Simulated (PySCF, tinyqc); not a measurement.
A ladder of methods, and size consistency: correlation methods against full CI in the sto-3g basis, for LiH, spin multiplicity 1. Computed by the program tinyqc with PySCF. Command: `OMP_NUM_THREADS=1 python tinyqc.py 115425 115426 out.jsonl`; one thread of a shared host (Intel(R) Xeon(R) Processor @ 2.60GHz), about 1 s.

Geometry (angstrom):
```
atom       x       y       z
Li    0.0000  0.0000  0.0000
H     0.0000  0.0000  2.2120
```

RHF energy of one = -7.806550 hartree

All electrons correlated; +Q is the Davidson correction (1 - c0^2) E_corr. The last columns treat two copies 100 angstrom apart as one system. FCI is the lowest singlet.

Correlation energies (hartree):
```
method   E_corr of one  share of FCI (%)  E_corr of two at 100 angstrom  two minus twice one (mhartree)
MP2          -0.021126           55.3001                      -0.042253                       -7.51e-05
CISD         -0.038173           99.9210                      -0.071410                          4.9350
CISD+Q       -0.041146          107.7033                      -0.079747                          2.5449
CCSD         -0.038178           99.9349                      -0.076356                       -1.87e-04
CCSD(T)      -0.038199           99.9893                      -0.076398                       -1.85e-04
FCI          -0.038203          100.0000                              -                               -
```

MP2 recovers 55 %, CISD 99.9 % and CCSD 99.9 % of the FCI value (c0^2 = 0.922 in CISD). MP2 and coupled cluster are size consistent, so their last column vanishes but for a trace of long-range electrostatics; CISD loses 4.93 mhartree, since a double excitation on each copy is a quadruple of the pair, and the Davidson correction leaves +2.54. The restricted reference is unstable here: a spin-polarised solution lies 0.0056 hartree lower (PySCF), so results built on it describe a poor reference.
